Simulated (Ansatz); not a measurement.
Relaxation of C$_{2}$H$_{4}$FN$_{3}$ (10 atoms, charge 0, multiplicity 1), to a largest force component of 0.015 eV/Å in at most 40 steps.

The calculation used Ansatz 0.2.0, RKS B3LYP-D4/def2-SVP.

```xyz
10
Properties=species:S:1:pos:R:3:forces:R:3
N 2.134 -0.883 1.446 -5.53 1.89 -3.13
C 1.100 -0.548 0.881 5.08 -1.86 3.35
C -0.174 -0.134 0.168 0.79 0.75 -0.69
N -0.222 -0.672 -1.137 2.17 -0.31 -1.42
N -0.271 1.269 -0.064 -0.33 1.72 3.80
F -1.216 -0.516 0.898 -0.97 -0.56 1.09
H 0.599 -1.305 -1.193 -0.87 -0.16 -0.44
H 0.099 0.161 -1.693 -0.83 -1.43 -0.20
H -0.177 1.760 0.893 -0.38 -0.59 -1.88
H 0.527 1.558 -0.587 0.86 0.55 -0.48
```

Where does it end, and by what steps?

The forces met the threshold. After 16 steps the energy has fallen by 1.056 eV; H8 moved furthest, 0.74 Å.

```csv
step,energy less start (eV),largest force component (eV/Å),accepted
0,0.0000,5.529,yes
1,-0.6990,1.085,yes
2,-0.7916,0.660,yes
3,-0.8345,1.649,yes
4,-0.8729,0.418,yes
5,-0.8820,0.179,yes
6,-0.8635,1.402,no
7,-0.8973,0.219,yes
8,-0.9109,0.731,yes
9,-0.9720,0.892,yes
10,-0.8967,2.047,no
11,-1.0371,0.407,yes
12,-1.0510,0.396,yes
13,-1.0555,0.098,yes
14,-1.0560,0.035,yes
15,-1.0561,0.023,yes
16,-1.0561,0.007,yes
```

```xyz
10
Properties=species:S:1:pos:R:3
N 2.022 -0.825 1.648
C 1.148 -0.528 0.949
C 0.030 -0.052 0.069
N 0.241 -0.520 -1.243
N -0.135 1.366 0.047
F -1.128 -0.567 0.672
H 0.363 -1.529 -1.288
H -0.515 -0.214 -1.852
H -0.301 1.737 0.980
H 0.673 1.823 -0.371
```

Whether the end is a true minimum wasn't checked by a vibrational analysis.

Time of the run: 29 s on 2 threads of AMD EPYC 9R14 (Zen 4) (shared host), peak memory 0.25 GiB.
